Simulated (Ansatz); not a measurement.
Input file for Ansatz (a first-principles code): R-PBE0/def2-TZVPPD on CH4 (SMILES C) with ghost functions. Files ending in .json are basis or fitting sets from the Basis Set Exchange.

Ansatz 0.2 input:
```yaml
crystal:
  periodic: [false, false, false]
  atoms:
    - {symbol: C, position_ang: [0.00000000, -0.00014000, 1.85916100]}
    - {symbol: H, position_ang: [-0.88855100, 0.51306000, 1.49468500]}
    - {symbol: H, position_ang: [0.88855100, 0.51306000, 1.49468500]}
    - {symbol: H, position_ang: [0.00000000, -1.02633900, 1.49486800]}
    - {symbol: H, position_ang: [0.00000000, 0.00008900, 2.94828400]}
basis:
  gaussian:
    orbitals: def2-TZVPPD.json
    ghost_atoms:
      - {symbol: C, position_ang: [0.00000000, 0.00014000, -1.85916100]}
      - {symbol: H, position_ang: [0.00000000, -0.00008900, -2.94828400]}
      - {symbol: H, position_ang: [-0.88855100, -0.51306000, -1.49468500]}
      - {symbol: H, position_ang: [0.88855100, -0.51306000, -1.49468500]}
      - {symbol: H, position_ang: [0.00000000, 1.02633900, -1.49486800]}
hamiltonian:
  xc: {name: PBE0}
scf: {lower_state_search: off}
```

The head of its log:

```
WARN ansatz: RAYON_NUM_THREADS=1 ignored (pool sized by the plan → 1); use --threads N
Functional definition: PBE0
these checks for a lower state are left out or cut short: stability, starts, cluster_reference, orbital_swaps, neighbouring_geometries, increment
integrals: 0.06 GiB planned
774 factors; their error is unknown
mean field: 0.77 GiB planned
mean field evaluation 1: about -1096.8664 eV, gradient 4.5e1 eV
mean field evaluation 2: about -1096.1767 eV, gradient 4.5e1 eV
```

Predict the final total energy.

-40.4755 hartree.
